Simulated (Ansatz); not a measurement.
phosphine (SMILES P) moved off its minimum; all values from Ansatz (a quantum-chemistry and plane-wave program), cores frozen in correlated methods.
(charge 0, multiplicity 1)
```xyz
4

P      0.1209    -0.1387     0.0227
H     -0.5488     1.2858    -0.5517
H      0.9355    -0.1366    -0.5961
H     -0.8256    -0.9158    -0.5605
```

| level | largest force (eV/Å) | on atom | rms difference from CCSD(T)/aug-cc-pV(T+d)Z (eV/Å) | dipole (D) |
|---|---|---|---|---|
| HF/def2-TZVPP | 24.79 | P1 | 0.246 | 1.09 |
| PBE/def2-TZVPP | 24.47 | P1 | 0.136 | 0.97 |
| r2SCAN/def2-TZVPP | 24.47 | P1 | 0.042 | 1.01 |
| B3LYP/def2-TZVPP | 24.27 | P1 | 0.106 | 0.96 |
| wB97M-V/def2-TZVPP | 24.36 | P1 | 0.105 | 0.94 |
| MP2/aug-cc-pV(T+d)Z | 24.61 | P1 | 0.129 | 0.95 |
| CCSD(T)/aug-cc-pV(T+d)Z | 24.52 | P1 | 0.000 | 0.95 |

The differences count from one level among others, with limits of its own. Forces at CCSD(T)/aug-cc-pV(T+d)Z (eV/Å):

```
atom       Fx      Fy       Fz
----  -------  ------  -------
P1    -19.065   3.796   14.939
H2      1.283  -2.572    0.988
H3     18.276  -0.358  -14.861
H4     -0.494  -0.866   -1.065
```
